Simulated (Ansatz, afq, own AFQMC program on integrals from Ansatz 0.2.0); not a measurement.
## Where AFQMC and coupled cluster stand for CH, doublet

```xyz
2

C     0.1455   -0.5043    0.1856
H     0.4382   -1.5277    0.5651
```

Basis def2-TZVP. Only valence electrons are correlated. Integrals, coupled cluster, full CI and functionals: Ansatz 0.2.0; the random walks run on the same integrals in our own AFQMC program. ph-AFQMC/CISD is guided by a CISD state made of CCSD amplitudes; releasing the constraint for a short imaginary time cuts its bias at the price of noise, slowly where states lie close. Error bars are statistical, one sigma.

Determinant: UHF, the one that the program's search chose, which needn't be the lowest solution. The geometry is a PBE0/def2-SVP stationary point of this or a neighbouring charge and spin state.

Full CI on the same integrals is exact in this basis and with this determinant's frozen core.

Cautions: strong correlation (T1 0.108, weight of the determinant 0.82, largest double 0.09); unrestricted determinant spin contaminated (⟨S²⟩ 1.10 against 0.75); the released energies are still falling, so no released level is given (meV from the phaseless value at times in 1/Eh: -2 ± 3 at 0.24, -9.2 ± 2.3 at 0.51, -10.6 ± 1.9 at 0.99, -11 ± 3 at 1.62, -18 ± 3 at 2.40).

- T1 diagnostic: 0.1078
- weight of the determinant in the CISD state: 0.823
- ⟨S²⟩ of the determinant: 1.096
- size of the correlated space: 5 electrons in 36 orbitals

Reference: full CI, correlation energy -3.364 eV. The cautions show a poor starting determinant, so the rows tell how each method copes with it here, and full CI is the sure value.

```tsv
level	E − E(reference) (kcal/mol)	share of correlation (%)
HF	77.58	0.00
MP2	21.19	72.68
CCSD	2.73	96.48
CCSD(T)	0.67	99.14
CCSDT	0.06	99.92
CCSDT(Q)	0.01	99.99
CCSDTQ	0.00	100.00
ph-AFQMC/HF	3.50 ± 0.34	95.49
ph-AFQMC/CISD	0.27 ± 0.06	99.65
```

CCSDT and higher add their correlation energy to the determinant of the CCSD(T) run, since their own runs factorise the integrals more tightly (a shift of under 2 meV).
